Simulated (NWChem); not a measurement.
# CH6N+ (methanamine, conjugate acid): levels of theory compared

Wanted: a comparison of 6 runs (B3LYP/def2-TZVP, BHLYP/def2-TZVP, BLYP/def2-TZVP, r2SCAN/def2-TZVP, revPBE/def2-TZVP, wB97X/def2-TZVP) of CH6N+ (methanamine, conjugate acid). 

The results are computed with NWChem 7.3.0.

## (1) The system as given

The species is CH6N+ (8 atoms), meant as a singlet with charge +1. SMILES: `C[NH3+]`. The N2–H7 distance was set to 1.841 Å, away from the relaxed value. At this shape a bond of the SMILES string is far longer than usual.

Bond lengths: C1–N2 1.497 Å, C1–H3 1.087 Å, C1–H4 1.088 Å, C1–H5 1.087 Å, N2–H6 1.023 Å, N2–H8 1.023 Å. Angles: C1–N2–H6 111.4°, C1–N2–H8 111.4°, N2–C1–H3 108.5°, N2–C1–H4 108.5°, N2–C1–H5 108.5°, H6–N2–H8 107.4°, H3–C1–H4 110.4°, H3–C1–H5 110.4°, H4–C1–H5 110.4°.

## (2) A single-point energy at B3LYP/def2-TZVP (run 1)

The input, mymol.nw:

```
start mymol
title "CH6N"
memory total 2200 mb
charge 1

geometry units angstroms noautosym nocenter noautoz
   C       -1.022015       0.477550      -0.653641
   N       -0.578215      -0.100050       0.654259
   H       -0.837915      -0.256250      -1.434841
   H       -2.083715       0.703950      -0.588041
   H       -0.451315       1.383850      -0.841741
   H       -0.731415       0.555850       1.423659
   H        1.214900      -0.515300       0.632300
   H       -1.088715      -0.957750       0.876459
end

basis "ao basis" spherical bse
   * library def2-TZVP
end

dft
   xc b3lyp
   grid fine
   convergence energy 1e-08
   iterations 100
   mulliken
end

task dft energy
```

The run is started by

```bash
nwchem mymol.nw > mymol.out
```

The program printed:

```text
[...]
          Wavefunction type:  closed shell.
          No. of atoms     :     8
          No. of electrons :    18
[...]
          Charge           :     1
          Spin multiplicity:     1
[...]
          AO basis - number of functions:    98
[...]
              XC Information
              --------------
                         B3LYP Method XC Potential
                     Hartree-Fock (Exact) Exchange  0.200
                        Slater Exchange Functional  0.800 local
                    Becke 1988 Exchange Functional  0.720 non-local
              Lee-Yang-Parr Correlation Functional  0.810
                  VWN I RPA Correlation Functional  0.190 local
[...]
 d= 0,ls=0.0,diis     1    -95.9031049826 -1.42D+02  1.42D-02  1.73D+00     2.9
[...]
 d= 0,ls=0.0,diis    11    -96.1253391949 -2.94D-10  7.15D-08  2.62D-10    28.2
         Total DFT energy =      -96.125339194859
      One electron energy =     -214.285155645353
           Coulomb energy =       86.625700079148
    Exchange-Corr. energy =      -14.156401230573
 Nuclear repulsion energy =       45.690517601919
[...]
      Total Density - Mulliken Population Analysis
     ---------------------------------------------
    Atom       Charge   Shell Charges
 -----------   ------   -------------------------------------------------------
    1 C    6     6.25   0.85  1.12  0.52  0.65  0.17  1.33  1.21  0.34  0.02  0.03  0.01
    2 N    7     7.37   0.82  1.15  0.56  0.81  0.21  1.52  1.57  0.69  0.01  0.04  0.00
    3 H    1     0.81   0.28  0.46  0.05  0.02
    4 H    1     0.80   0.27  0.45  0.05  0.02
    5 H    1     0.81   0.28  0.46  0.05  0.02
    6 H    1     0.68   0.26  0.36  0.02  0.03
    7 H    1     0.61   0.12  0.33  0.14  0.01
    8 H    1     0.68   0.26  0.36  0.02  0.03
[...]
```

It took 29 s on 1 thread of Intel Xeon Platinum 8259CL at 2.50GHz (Skylake/Cascade Lake), shared host; peak memory 0.12 GiB.

## (3) A single-point energy at BHLYP/def2-TZVP (run 2)

The input, ch6n.nw:

```
echo
start ch6n
memory 2200 mb
charge 1

geometry noautosym nocenter noautoz
C    -1.022015    0.477550   -0.653641
N    -0.578215   -0.100050    0.654259
H    -0.837915   -0.256250   -1.434841
H    -2.083715    0.703950   -0.588041
H    -0.451315    1.383850   -0.841741
H    -0.731415    0.555850    1.423659
H     1.214900   -0.515300    0.632300
H    -1.088715   -0.957750    0.876459
end

basis "ao basis" spherical bse
C library def2-TZVP
N library def2-TZVP
H library def2-TZVP
end

dft
xc bhlyp
grid fine
convergence energy 1e-08
iterations 100
mulliken
print medium
end

task dft
```

The run is started by

```bash
nwchem ch6n.nw > ch6n.out
```

The program printed:

```text
[...]
          Wavefunction type:  closed shell.
          No. of atoms     :     8
          No. of electrons :    18
[...]
          Charge           :     1
          Spin multiplicity:     1
[...]
          AO basis - number of functions:    98
[...]
              XC Information
              --------------
                        BHLYP Method XC Functional
                     Hartree-Fock (Exact) Exchange  0.500
                        Slater Exchange Functional  0.500 local
                    Becke 1988 Exchange Functional  0.500 non-local
              Lee-Yang-Parr Correlation Functional  1.000
[...]
 d= 0,ls=0.0,diis     1    -95.8319450519 -1.42D+02  1.14D-02  1.69D+00     3.0
[...]
 d= 0,ls=0.0,diis    10    -96.0452694747 -3.86D-09  2.73D-07  7.16D-10    25.0
         Total DFT energy =      -96.045269474693
      One electron energy =     -214.289566626907
           Coulomb energy =       86.632807708362
    Exchange-Corr. energy =      -14.079028158067
 Nuclear repulsion energy =       45.690517601919
[...]
      Total Density - Mulliken Population Analysis
     ---------------------------------------------
    Atom       Charge   Shell Charges
 -----------   ------   -------------------------------------------------------
    1 C    6     6.25   0.85  1.12  0.51  0.66  0.15  1.30  1.26  0.33  0.02  0.04  0.01
    2 N    7     7.43   0.82  1.16  0.55  0.82  0.21  1.49  1.63  0.70  0.01  0.04  0.00
    3 H    1     0.81   0.27  0.46  0.05  0.02
    4 H    1     0.80   0.27  0.46  0.05  0.02
    5 H    1     0.81   0.27  0.46  0.05  0.02
    6 H    1     0.67   0.26  0.36  0.02  0.03
    7 H    1     0.57   0.11  0.31  0.14  0.01
    8 H    1     0.67   0.26  0.36  0.02  0.03
[...]
```

Run time: 26 s. Hardware: 1 thread of Intel Xeon Platinum 8259CL at 2.50GHz (Skylake/Cascade Lake), shared host; peak memory 0.12 GiB.

Runs 3 to 5 aren't shown in full; the table further down has their settings and results.

## (4) A single-point energy at wB97X/def2-TZVP (run 6)

The input, m1.xyz:

```xyz
8

C     -1.022015     0.477550    -0.653641
N     -0.578215    -0.100050     0.654259
H     -0.837915    -0.256250    -1.434841
H     -2.083715     0.703950    -0.588041
H     -0.451315     1.383850    -0.841741
H     -0.731415     0.555850     1.423659
H      1.214900    -0.515300     0.632300
H     -1.088715    -0.957750     0.876459
```

The input, m1.nw:

```
start m1
memory 2200 mb
charge 1
geometry units angstroms noautosym nocenter noautoz
   load format xyz m1.xyz
end
basis spherical bse
   * library def2-TZVP
end
dft
   xc wb97x
   grid fine
   convergence energy 1e-08
   iterations 100
   mulliken
end
task dft energy
```

The run is started by

```bash
nwchem m1.nw > m1.out
```

The program printed:

```text
[...]
          Wavefunction type:  closed shell.
          No. of atoms     :     8
          No. of electrons :    18
[...]
          Charge           :     1
          Spin multiplicity:     1
[...]
          AO basis - number of functions:    98
[...]
              XC Information
              --------------
                       wb97x  Method XC Functional
                     Hartree-Fock (Exact) Exchange  1.000
                         wb97x Exchange Functional  1.000
                      wb97x Correlation Functional  1.000
[...]
 d= 0,ls=0.0,diis     1    -95.8678658094 -1.42D+02  1.01D-02  1.72D+00    10.9
[...]
 d= 0,ls=0.0,diis    10    -96.0844401874 -2.97D-09  3.89D-07  4.75D-09   104.7
         Total DFT energy =      -96.084440187428
      One electron energy =     -214.307788828535
           Coulomb energy =       86.650755242316
    Exchange-Corr. energy =      -14.117924203129
 Nuclear repulsion energy =       45.690517601919
[...]
      Total Density - Mulliken Population Analysis
     ---------------------------------------------
    Atom       Charge   Shell Charges
 -----------   ------   -------------------------------------------------------
    1 C    6     6.27   0.86  1.12  0.51  0.64  0.18  1.31  1.27  0.33  0.02  0.04  0.00
    2 N    7     7.42   0.82  1.15  0.55  0.80  0.22  1.50  1.62  0.70  0.01  0.04  0.00
    3 H    1     0.80   0.27  0.47  0.05  0.02
    4 H    1     0.80   0.27  0.46  0.05  0.02
    5 H    1     0.80   0.27  0.47  0.05  0.02
    6 H    1     0.66   0.26  0.36  0.01  0.03
    7 H    1     0.57   0.11  0.32  0.13  0.01
    8 H    1     0.66   0.26  0.36  0.01  0.03
[...]
```

Wall time 1.8 min (1 thread of Intel Xeon Platinum 8259CL at 2.50GHz (Skylake/Cascade Lake), shared host); peak memory 0.11 GiB.

## (5) The series

| run | level | energy (Eh) | HOMO energy (eV) | LUMO energy (eV) | HOMO–LUMO gap (eV) | wall time |
| --- | --- | --- | --- | --- | --- | --- |
| 1 | B3LYP/def2-TZVP | -96.125339 | -15.93 | -10.32 | 5.60 | 29 s |
| 2 | BHLYP/def2-TZVP | -96.045269 | -17.27 | -8.99 | 8.28 | 26 s |
| 3 | BLYP/def2-TZVP | -96.080558 | -14.79 | -10.96 | 3.83 | 32 s |
| 4 | r2SCAN/def2-TZVP | -96.057666 | -15.10 | -10.82 | 4.28 | 34 s |
| 5 | revPBE/def2-TZVP | -96.099521 | -14.85 | -10.98 | 3.87 | 31 s |
| 6 | wB97X/def2-TZVP | -96.084440 | -18.46 | -7.76 | 10.70 | 1.8 min |

## (6) Outcome

| quantity | value |
| --- | --- |
| run 6: total energy | -96.08444 Eh |
| run 6: HOMO energy | -18.46 eV |
| run 6: LUMO energy | -7.76 eV |
| run 6: HOMO–LUMO gap | 10.70 eV |

The HOMO–LUMO gap runs from 3.83 eV (BLYP/def2-TZVP) to 10.70 eV (wB97X/def2-TZVP). Totals of different functionals can't be ranked against each other. All runs together took 4.3 min, the longest 1.8 min.
